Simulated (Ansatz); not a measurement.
C2H3NO can be A, `C=NC=O`, or B, `NC#CO`.

Program: Ansatz. Geometries: PBE0-D4/def2-TZVP. ΔE: electronic, gas phase. CCSD(T)/CBS adds triple-zeta CCSD(T) − MP2 to the extrapolated MP2 energy (def2 sets, frozen cores). Functionals use def2-TZVPP. B3LYP here is the variant with VWN-RPA as its local correlation; programs differ in this. One conformer a species, not always the lowest.

Which isomer does CCSD(T)/CBS put lower? Give the gap. (Estimate.)

The calculation gave: A, by 148.2 kJ/mol.

Give E(B) − E(A) in kJ/mol with HF/def2-TZVPP, PBE-D4, ωB97M-V, r2SCAN-D4, CCSD(T)/def2-SVP, MP2/def2-TZVPP, B3LYP-D4. (Best estimate.)

The calculation gave: HF/def2-TZVPP 162.3, PBE-D4 148.6, ωB97M-V 147.2, r2SCAN-D4 154.2, CCSD(T)/def2-SVP 175.0, MP2/def2-TZVPP 144.9, B3LYP-D4 152.8. None reverses the order clearly.

Does the order hold for the free energy at 298.15 K (harmonic terms from PBE0-D4)? (Estimate.)

The calculation gave: Yes: G(B) − G(A) = +150.0 kJ/mol, for one conformer each.

Largest T1 diagnostic: 0.016.

At CCSD(T), def2-SVP lies +26.8 kJ/mol from the extrapolated value and def2-TZVPP +8.3 kJ/mol. From r2SCAN to r2SCAN0 (25 % exact exchange), in def2-TZVPP and without D4, E(B) − E(A) moves by −9.1 kJ/mol.
